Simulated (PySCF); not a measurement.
# F2H3P: the cost of one run

Programs: PySCF 2.14.0. All values are calculated, for the isolated system unless a continuum is named. Atoms count from 0, parts from 1.

### Step 1. The system as given

6 atoms, charge 0, multiplicity 1; geometry: GFN2-xTB. Parts: 1 = atoms 0–3, `FP`, charge 0; 2 = atoms 4–5, `F`, charge 0.

### Step 2. Optimising the geometry at PBE0-D3(BJ)/def2-TZVPD

The job: settings as JSON, then the geometry in Å.

```
{"job": {"xc": "PBE0", "basis": "def2-TZVPD", "d3": "d3bj", "grid": 3, "kind": "geom", "shake": 0.01}, "charge": 0, "multiplicity": 1, "parts": [{"atoms": "0-3", "charge": 0, "multiplicity": 1}, {"atoms": "4-5", "charge": 0, "multiplicity": 1}]}
F      1.274567    -0.394448    -0.131721
P     -0.174402     0.014552     0.605191
H     -0.935777    -0.829440    -0.237737
H     -0.353045     1.125412    -0.237011
F      3.522659    -0.995406     1.390991
H      2.867407    -0.808097     0.753504
```

Launch:

```console
$ OMP_NUM_THREADS=1 python cluster_run.py task.json out
```

The driver reads the jobs from task.json and runs them one after another.

**Question.** How long does this first job take on 1 thread of Arm Neoverse N1, shared host, and how much memory does it need?

About 48 s, with a peak of 0.57 GiB.
